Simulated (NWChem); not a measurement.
System: hydrogen sulfide (H$_{2}$S); SMILES S

The following NWChem deck was run.

```
start job
memory heap 200 mb stack 900 mb global 1100 mb
geometry units angstroms noautosym nocenter noautoz
  S      0.000000     0.000000     0.113581
  H      0.971478     0.000000    -0.822416
  H     -0.971478     0.000000    -0.822416
end
basis spherical
  * library def2-svp
end
dft
  xc pbe0
  iterations 150
end
cosmo
  do_cosmo_smd true
  solvent hexane
end
task dft energy
```

Output (shortened):

```
             Northwest Computational Chemistry Package (NWChem) 7.3.0
             --------------------------------------------------------

                             Geometry "geometry" -> ""
                             -------------------------

 Output coordinates in angstroms (scale by  1.889725989 to convert to a.u.)

  No.       Tag          Charge          X              Y              Z
 ---- ---------------- ---------- -------------- -------------- --------------
    1 S                   16.0000     0.00000000     0.00000000     0.11358100
    2 H                    1.0000     0.97147800     0.00000000    -0.82241600
    3 H                    1.0000    -0.97147800     0.00000000    -0.82241600

 Effective nuclear repulsion energy (a.u.)      12.8249127440

                                 NWChem DFT Module
                                 -----------------

 Summary of "ao basis" -> "ao basis" (spherical)
 ------------------------------------------------------------------------------
       Tag                 Description            Shells   Functions and Types
 ---------------- ------------------------------  ------  ---------------------
 S                          def2-svp                 8       18   4s3p1d
 H                          def2-svp                 3        5   2s1p

 in cosmo_initialize ...
 calling solv_data for solv:hexane

 solvent parameters
 solvname_short: hexane
 solvname_long:  n-hexane
 dielec:        1.8819
 dielecinf:     1.8903
 nonaqueous SMD model solvent descriptors
 dielec:        1.8819
 sola:          0.0000
 solb:          0.0000
 solc:          0.0000
 solg:         25.7500
 solh:          0.0000
 soln:          1.3749

          ---------------
          -cosmo- solvent
          ---------------
 Cosmo: York-Karplus, doi: 10.1021/jp992097l
 dielectric constant -eps-     =   1.88
 screen = (eps-1)/(eps    )    =   0.46862
 surface charge correction     = lagrangian

   van der Waals surface
 --------------------------

[...]

                                COSMO-SMD solvation results
                                ---------------------------

             internal energy in gas <Psi(g)|H|Psi(g)> =      -399.120300949335
         internal energy in solvent <Psi(s)|H|Psi(s)> =      -399.120190903185
                               delta internal energy  =         0.000110046149 (    0.07 kcal/mol)
   total free energy in solvent <Psi(s)|H+V/2|Psi(s)> =      -399.122111822805
 polarization energy contribution <Psi(s)|V/2|Psi(s)> =        -0.001920919620 (   -1.21 kcal/mol)
    total free energy in solvent including G(SMD-CDS) =      -399.124149235158
                       G(SMD-CDS) energy contribution =        -0.002037412353 (   -1.28 kcal/mol)
     1 M fixed-concentration free energy of solvation =        -0.003848285823 (   -2.41 kcal/mol)

                       DFT Final Molecular Orbital Analysis
                       ------------------------------------

 Vector    7  Occ=2.000000D+00  E=-4.473440D-01
              MO Center= -1.0D-09,  8.6D-12, -3.8D-01, r^2= 1.5D+00
   Bfn.  Coefficient  Atom+Function         Bfn.  Coefficient  Atom+Function
  ----- ------------  ---------------      ----- ------------  ---------------
     8      0.348900  1 S  px                11      0.319450  1 S  px
    19      0.319694  2 H  s                 24     -0.319694  3 H  s
     5      0.203413  1 S  px                20      0.119754  2 H  s
    25     -0.119754  3 H  s                 17      0.064306  1 S  d  1

 Vector    8  Occ=2.000000D+00  E=-3.702681D-01
              MO Center=  1.2D-09, -2.3D-11,  1.8D-01, r^2= 1.5D+00
   Bfn.  Coefficient  Atom+Function         Bfn.  Coefficient  Atom+Function
  ----- ------------  ---------------      ----- ------------  ---------------
    13      0.414716  1 S  pz                10      0.374090  1 S  pz
     4      0.347958  1 S  s                  3      0.290057  1 S  s
    19     -0.220303  2 H  s                 24     -0.220303  3 H  s
     7      0.216967  1 S  pz                 2     -0.210362  1 S  s
    20     -0.111411  2 H  s                 25     -0.111411  3 H  s

 Vector    9  Occ=2.000000D+00  E=-2.648347D-01
              MO Center=  2.3D-11,  4.8D-11,  8.2D-02, r^2= 1.4D+00
   Bfn.  Coefficient  Atom+Function         Bfn.  Coefficient  Atom+Function
  ----- ------------  ---------------      ----- ------------  ---------------
    12      0.673385  1 S  py                 9      0.453642  1 S  py
     6      0.260204  1 S  py

 Vector   10  Occ=0.000000D+00  E= 4.827074D-02
              MO Center=  2.6D-08,  1.6D-11, -3.5D-01, r^2= 2.8D+00
   Bfn.  Coefficient  Atom+Function         Bfn.  Coefficient  Atom+Function
  ----- ------------  ---------------      ----- ------------  ---------------
    11      0.997616  1 S  px                20     -0.852990  2 H  s
    25      0.852990  3 H  s                  8      0.292700  1 S  px
    19     -0.285037  2 H  s                 24      0.285037  3 H  s
     5      0.176940  1 S  px                17     -0.141701  1 S  d  1

[...]
```

Level: PBE0/def2-SVP, SMD on the gas-phase geometry. Geometry: optimised at PBE0/def2-SVP. Solvent: n-hexane.
